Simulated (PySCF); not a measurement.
# ClMg: the cost of one run

Computed with PySCF 2.14.0; each step states its level. No surroundings beyond the atoms listed, unless a continuum is named. Atoms count from 0, parts from 1.

## 1. The system as given

2 atoms, charge 1, multiplicity 1; geometry: GFN2-xTB. Parts: 1 = atom 0, `[Mg+2]`, charge 2; 2 = atom 1, `[Cl-]`, charge -1.

## 2. Optimising the geometry at PBE0-D3(BJ)/def2-SVPD

The job: settings as JSON, then the geometry in Å.

```
{"job": {"xc": "PBE0", "basis": "def2-SVPD", "d3": "d3bj", "grid": 2, "kind": "geom", "shake": 0.01}, "charge": 1, "multiplicity": 1, "parts": [{"atoms": "0-0", "charge": 2, "multiplicity": 1}, {"atoms": "1-1", "charge": -1, "multiplicity": 1}]}
Mg     0.086125     0.097969     0.024108
Cl     1.020384     1.924152     0.308974
```

Run with:

```console
OMP_NUM_THREADS=1 python cluster_run.py task.json out
```

The driver reads the jobs from task.json and runs them one after another.

Q: Estimate the wall time and peak memory of this first job on 1 thread of Arm Neoverse V1, shared host.

About 2.3 s, with a peak of 0.26 GiB.
